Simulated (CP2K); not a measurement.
# Si2H6O (disiloxane): PM6

Aim: the energy change on altering one bond length of Si2H6O (disiloxane) at PM6, from 2 runs. 

Program for the calculation: CP2K 2026.2.

4 further runs of the same task are left out: 1 that didn't finish, 3 set aside as unsound or not needed.

**1. Starting point**

Si2H6O: 9 atoms, total charge 0, spin state singlet. As SMILES, `[SiH3]O[SiH3]`. Geometry: relaxed at PBE0-D4/def2-TZVP.

Bond lengths: Si1–O2 1.634 Å, O2–Si3 1.634 Å, Si1–H4 1.487 Å, Si1–H5 1.483 Å, Si1–H6 1.487 Å, Si3–H7 1.483 Å, Si3–H8 1.486 Å, Si3–H9 1.487 Å. Some angles: Si1–O2–Si3 147.2°, O2–Si1–H4 110.2°, O2–Si1–H5 108.3°, O2–Si1–H6 110.2°, O2–Si3–H7 108.3°, O2–Si3–H8 110.2°, O2–Si3–H9 110.2°, H4–Si1–H5 109.6°, H4–Si1–H6 109.0°, H5–Si1–H6 109.6°.

**2. The energy at PM6**

Input file qs.inp:

```
&GLOBAL
  PROJECT_NAME qs
  RUN_TYPE ENERGY
  PRINT_LEVEL MEDIUM
&END
&FORCE_EVAL
  METHOD QS
  &DFT
    CHARGE 0
    MULTIPLICITY 1
    &QS
      METHOD PM6
      EPS_DEFAULT 1.0E-10
      &SE
        &COULOMB
          CUTOFF [angstrom] 50
          RC_RANGE [angstrom] 0
        &END
        &EXCHANGE
          CUTOFF [angstrom] 50
          RC_RANGE [angstrom] 0
        &END
      &END
    &END
    &POISSON
      PERIODIC NONE
      POISSON_SOLVER ANALYTIC
    &END
    ! SCF settings
    &SCF
      SCF_GUESS ATOMIC
      EPS_SCF 1.0E-06
      MAX_SCF 80
      ADDED_MOS 8
      &DIAGONALIZATION
        ALGORITHM STANDARD
      &END
      &MIXING
        METHOD DIRECT_P_MIXING
        ALPHA 0.4
      &END
    &END
    &PRINT
      &MOMENTS
        PERIODIC F
        REFERENCE COM
        MAX_MOMENT 1
      &END
      &MO ON
        ENERGIES T
        OCCUPATION_NUMBERS T
        NDIGITS 6
        &EACH
          QS_SCF 0
        &END
        ADD_LAST NUMERIC
      &END
      &HIRSHFELD OFF
      &END
    &END
  &END
  ! structure
  &SUBSYS
    &CELL
      ABC [angstrom] 14 14.2 14.2
      PERIODIC NONE
    &END
    &COORD
      Si    -0.710290     1.052660    -0.919520
      O      0.425550     0.090990    -0.245380
      Si     0.775570    -1.038810     0.881750
      H     -1.787270     0.226580    -1.525660
      H     -0.060640     1.872420    -1.970220
      H     -1.306170     1.942760     0.111330
      H      2.224270    -1.343130     0.800010
      H     -0.009310    -2.275600     0.628780
      H      0.448290    -0.527870     2.238910
    &END
    &TOPOLOGY
      &CENTER_COORDINATES
      &END
    &END
  &END
&END
```

The run is started by

```bash
$ OMP_NUM_THREADS=1 cp2k.psmp -i qs.inp -o qs.out
```

What it wrote, cut to the lines that bear on the results:

```text
CP2K| version string:                                       CP2K version 2026.2
[...]
 GLOBAL| Method name                                                        CP2K
[...]
 GLOBAL| Run type                                                         ENERGY
[...]
                             - Atoms:                                          9
[...]
                             - Spherical basis functions:                     28
[...]
 Number of electrons:                                                         20
[...]
     1 P_Mix/Diag. 0.40E+00    0.0     0.76467120       -14.4909200264 -1.45E+01
[...]
    15 DIIS/Diag.  0.30E-06    0.0     0.00000094       -19.1494060274 -6.27E-11
  *** SCF run converged in    15 steps ***
  Core-core repulsion energy [eV]:                            829.21380819476246
  Core Hamiltonian energy [eV]:                              -824.76771101354768
  Two-electron integral energy [eV]:                        -1051.05587043415858
  Electronic energy [eV]:                                   -1350.29564623062697
  Total energy [eV]:                                         -521.08183803586451
  Atomic reference energy [eV]:                               517.00483153241885
  Heat of formation [kcal/mol]:                               -94.01801093270083
[...]
 SE_DIPOLE| Moment [Debye]          0.46147178       0.09939746      -0.26516695
 SE_DIPOLE| Derivative [a.u.]       0.00000000       0.00000000       0.00000000
 ENERGY| Total FORCE_EVAL ( QS ) energy [hartree]            -19.149406027371715
[...]
```

Wall time 0.22 s (1 thread of Arm Neoverse V2, shared host).

**3. The distorted shape at the same level**

Input file molecule.inp:

```
&GLOBAL
  PROJECT_NAME molecule
  RUN_TYPE ENERGY
  PRINT_LEVEL MEDIUM
&END

&FORCE_EVAL
  METHOD Quickstep
  &DFT
    CHARGE 0
    MULTIPLICITY 1
    &QS
      METHOD PM6
      EPS_DEFAULT 1.0E-10
      &SE
        &COULOMB
          CUTOFF [angstrom] 50
          RC_RANGE [angstrom] 0
        &END
        &EXCHANGE
          CUTOFF [angstrom] 50
          RC_RANGE [angstrom] 0
        &END
      &END
    &END
    ! cluster boundary conditions
    &POISSON
      PERIODIC NONE
      POISSON_SOLVER ANALYTIC
    &END
    &SCF
      SCF_GUESS ATOMIC
      EPS_SCF 1.0E-06
      MAX_SCF 80
      ADDED_MOS 8
      &DIAGONALIZATION
        ALGORITHM STANDARD
      &END
      &MIXING
        METHOD DIRECT_P_MIXING
        ALPHA 0.4
      &END
    &END
    &PRINT
      &MOMENTS
        PERIODIC F
        REFERENCE COM
        MAX_MOMENT 1
      &END
      &MO ON
        ENERGIES T
        OCCUPATION_NUMBERS T
        NDIGITS 6
        &EACH
          QS_SCF 0
        &END
        ADD_LAST NUMERIC
      &END
      &HIRSHFELD OFF
      &END
    &END
  &END
  ! atoms, cell and kinds
  &SUBSYS
    &CELL
      ABC [angstrom] 14.2 14.4 14.3
      PERIODIC NONE
    &END
    &COORD
      Si    -0.880661     1.196907    -1.020638
      O      0.425550     0.090990    -0.245380
      Si     0.775570    -1.038810     0.881750
      H     -1.957641     0.370827    -1.626778
      H     -0.231011     2.016667    -2.071338
      H     -1.476541     2.087007     0.010212
      H      2.224270    -1.343130     0.800010
      H     -0.009310    -2.275600     0.628780
      H      0.448290    -0.527870     2.238910
    &END
    &TOPOLOGY
      &CENTER_COORDINATES
      &END
    &END
  &END
&END
```

The run is started by

```bash
$ OMP_NUM_THREADS=1 cp2k.psmp -i molecule.inp > molecule.out 2>&1
```

What it wrote, cut to the lines that bear on the results:

```text
CP2K| version string:                                       CP2K version 2026.2
[...]
 GLOBAL| Method name                                                        CP2K
[...]
 GLOBAL| Run type                                                         ENERGY
[...]
                             - Atoms:                                          9
[...]
                             - Spherical basis functions:                     28
[...]
 Number of electrons:                                                         20
[...]
     1 P_Mix/Diag. 0.40E+00    0.0     0.76125006       -14.6551112200 -1.47E+01
[...]
    16 DIIS/Diag.  0.89E-07    0.0     0.00000032       -19.1364993302 -6.45E-12
  *** SCF run converged in    16 steps ***
  Core-core repulsion energy [eV]:                            803.90270367050016
  Core Hamiltonian energy [eV]:                              -825.47456291500202
  Two-electron integral energy [eV]:                         -998.31753940262354
  Electronic energy [eV]:                                   -1324.63333261631374
  Total energy [eV]:                                         -520.73062894581358
  Atomic reference energy [eV]:                               517.00483153241885
  Heat of formation [kcal/mol]:                               -85.91893627089661
[...]
 SE_DIPOLE| Moment [Debye]          1.62533556      -1.12922959       0.69412081
 SE_DIPOLE| Derivative [a.u.]       0.00000000       0.00000000       0.00000000
 ENERGY| Total FORCE_EVAL ( QS ) energy [hartree]            -19.136499330237079
[...]
```

Wall time 0.22 s (1 thread of Arm Neoverse V2, shared host).

**4. What came out**

At PM6:

```
                                                          quantity           value
                                         first shape: total energy    -19.14941 Eh
                                        first shape: dipole moment          0.54 D
                                          first shape: HOMO energy       -11.15 eV
                                          first shape: LUMO energy        -0.18 eV
                                        first shape: HOMO–LUMO gap        10.97 eV
                                    first shape: heat of formation  -94.0 kcal/mol
                                     distorted shape: total energy    -19.13650 Eh
                                    distorted shape: dipole moment          2.10 D
                                      distorted shape: HOMO energy       -10.78 eV
                                      distorted shape: LUMO energy        -0.23 eV
                                    distorted shape: HOMO–LUMO gap        10.55 eV
                                distorted shape: heat of formation  -85.9 kcal/mol
energy change with the Si1–O2 bond stretched from 1.634 to 1.879 Å        0.351 eV
```

With the Si1–O2 bond stretched from 1.634 to 1.879 Å the energy rises by 0.35 eV (33.9 kJ/mol). The first shape isn't relaxed at this level, so the change isn't measured from a minimum.
